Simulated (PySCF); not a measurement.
One ligand Y is varied and pulled off as a radical: Ti(OCH3)3–Y. All species are isolated molecules in the gas phase. One relaxed conformer stands for each flexible species; it need not be the lowest. Multiplicities are imposed; where one is given, others were not computed. Strings in code marks are SMILES.

The highest occupied spin orbital from two functionals at the same geometries (TPSS-D3(BJ)/def2-SVP), both in PySCF: PBE-D3(BJ)/def2-TZVP and B3LYP-D3(BJ)/def2-TZVP. B3LYP has the VWN-RPA correlation part, as in Gaussian. 

| species | PBE-D3(BJ)/def2-TZVP (eV) | B3LYP-D3(BJ)/def2-TZVP (eV) |
|---|---|---|
| free radical OH (`[OH]`) | -7.14 | -8.82 |
| free radical NH2 (`[NH2]`) | -7.17 | -8.54 |
| free radical CH3 (`[CH3]`) | -5.38 | -6.45 |
| free radical N(CH3)2 (`C[N]C`) | -5.57 | -6.89 |
| free radical SH (`[SH]`) | -6.12 | -7.17 |

Over these rows, drawn at random from the members with no instability flagged (it was tested for open shells, ions and some series alone), PBE minus B3LYP-D3(BJ): mean +1.30 eV, from +1.05 eV to +1.68 eV.
